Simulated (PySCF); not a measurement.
## Gas-phase thermal properties of SiF2(OH)2

Method: PySCF energies (xtb for GFN2) plus ideal-gas RRHO corrections (1 bar). 6-31G* has spherical d functions here. All species are closed-shell singlets. B3LYP is the form with VWN-RPA correlation. No R ln 2 is added for the mirror-image form of SiF2(OH)2. SiF2(OH)2: computed as isolated molecules; such fragments, hydroxides, amides, oligomers or adducts are transient or little studied in the gas. The harmonic model lacks anharmonicity and excited electronic states, which grow with temperature; levels with a mode under 35 cm⁻¹ are left out. Internal rotation in SiF2(OH)2 is treated as a harmonic vibration of one conformer, which makes the entropy rough.

| level | point group | σ | ZPE (kJ/mol) | S°298 (J/mol/K) | Cp298 (J/mol/K) | S°1000 (J/mol/K) | H1000 − H298 (kJ/mol) |
|---|---|---|---|---|---|---|---|
| B3LYP/6-31G* | C1 | 1 | 90.5 | 326.7 | 94.9 | 469.9 | 85.8 |
| GFN2-xTB | C1 | 1 | 86.0 | 335.0 | 98.2 | 480.5 | 87.0 |
| HF/6-31G* | C1 | 1 | 96.6 | 326.7 | 92.3 | 467.5 | 84.6 |
| PBE/def2-SVP | C1 | 1 | 87.9 | 330.0 | 97.2 | 475.1 | 86.8 |
| PBE0/def2-TZVP | C1 | 1 | 91.8 | 325.1 | 95.0 | 468.5 | 85.9 |
σ: rotational symmetry number. Electronic degeneracy used: 1. Frequencies are unscaled.
